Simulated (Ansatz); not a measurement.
```yaml
crystal:
  periodic: [false, false, false]
  atoms:
    - {symbol: W, position_ang: [-0.144880, -0.000262, -0.000314]}
    - {symbol: C, position_ang: [1.813085, 0.003277, 0.003928]}
    - {symbol: H, position_ang: [2.408295, 0.951368, 0.002475]}
    - {symbol: H, position_ang: [2.411707, -0.942656, 0.007969]}
basis:
  gaussian: {orbitals: def2-TZVP}
total_charge: 1
magnetization: {spin_polarized: true, initial_magnetization: 1}
hamiltonian: {xc: pbe0}
relax: {f_tol: 0.004, max_steps: 80}
```

```sh
$ ansatz run in.yaml --threads 1 --pin off --events-out ev --progress --plain --max-ram 2176MiB
```

Steps of the relaxation (energy above the last step; positions in Å, forces in eV/Å):

```
4
step 1, 227.5 meV
W    -0.145    0.000    0.000    2.895    0.005    0.006
C     1.813    0.003    0.004   -1.950   -0.004   -0.004
H     2.408    0.951    0.002   -0.471   -0.612    0.001
H     2.412   -0.943    0.008   -0.474    0.610   -0.003
```

```
4
step 2, 1.6 meV
W    -0.047    0.000    0.000    0.243    0.000    0.001
C     1.792    0.003    0.004   -0.092    0.000    0.000
H     2.370    0.941    0.002   -0.075   -0.135    0.000
H     2.373   -0.932    0.008   -0.076    0.135   -0.001
```

```
4
step 3, 0.0 meV
W    -0.039    0.000    0.000   -0.048    0.000    0.000
C     1.790    0.003    0.004    0.056    0.000    0.000
H     2.367    0.937    0.002   -0.004   -0.015    0.000
H     2.370   -0.928    0.008   -0.004    0.015    0.000
```

```
4
step 5, 0.0 meV
W    -0.040    0.000    0.000   -0.005    0.000    0.000
C     1.791    0.003    0.004    0.001    0.000    0.000
H     2.367    0.937    0.002    0.002   -0.004    0.000
H     2.370   -0.928    0.008    0.002    0.004    0.000
```

```
4
step 6, 0.0 meV
W    -0.040    0.000    0.000    0.000    0.000    0.000
C     1.790    0.003    0.004   -0.002    0.000    0.000
H     2.367    0.936    0.002    0.001   -0.001    0.000
H     2.371   -0.928    0.008    0.001    0.001    0.000
```

Close pairs at the end: C2–H3 1.097 Å, C2–H4 1.097 Å, W1–C2 1.831 Å, W1–H3 2.583 Å, W1–H4 2.583 Å.

A stationary point of unrestricted PBE0 after 6 steps, with ⟨S²⟩ = 1.737 against 0.75 for a pure state; no frequencies were run, so it isn't proven a minimum. 3.7 min on 1 thread of Intel Xeon Platinum 8175M, shared host.
